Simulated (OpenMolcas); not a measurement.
## Setting up AlB2H5 (SMILES B[BH][AlH2]) in OpenMolcas

AlB2H5: 8 atoms, total charge 0, spin state singlet. As SMILES, `B[BH][AlH2]`. The shape comes from GFN2-xTB, which is rough for such elements, and wasn't checked as a minimum.

| atom | x (Å) | y (Å) | z (Å) |
| --- | --- | --- | --- |
| B | -1.1583 | 0.7154 | -0.8848 |
| B | 0.2634 | 0.7317 | -0.1854 |
| Al | 0.9075 | -0.9682 | 0.8659 |
| H | -1.3473 | 0.3165 | -1.9764 |
| H | -2.1476 | 1.0198 | -0.3233 |
| H | 1.0683 | 1.5950 | -0.1573 |
| H | 0.0329 | -2.1845 | 1.3224 |
| H | 2.3811 | -1.2258 | 1.3389 |

Settings wanted:

```yaml
method: DFT
reference: RKS
symmetry: none
basis_set: 6-31G*
task: gradient
functional: B3LYP
nucleus: point
integration_grid: UltraFine
SCF_convergence_threshold: 1e-10
d_and_f_functions: spherical
```

Task: Write the OpenMolcas 26.06 input and the command.

Result: This one ran through:

mol.input:
```
* AlB2H5 Kohn-Sham DFT
&gateway
baslib
$CurrDir
coord
8
bohr
B     -2.18886977     1.35189117    -1.67204857
B      0.49781055     1.38276930    -0.35043081
Al     1.71496425    -1.82965173     1.63635165
H     -2.54610360     0.59817391    -3.73476023
H     -4.05839472     1.92721829    -0.61094846
H      2.01887001     3.01415096    -0.29732951
H      0.06211530    -4.12810672     2.49899272
H      4.49960798    -2.31642628     2.53019210
basis
6-31Gs
group
NoSym
&seward
gridinput
Grid=UltraFine
End of Grid
&scf
ksdft
B3LYP
thresholds
1e-10 1e-07 1e-07 1e-05
prorbitals
1 1
&alaska
```

```bash
$ export MOLCAS_MEM=1860
$ pymolcas mol.input > mol.log
```

(Basis files named in the input come from the Basis Set Exchange and aren't shown.)

Calculated total energy: -295.05189 Eh, largest force 0.762 eV/Å.
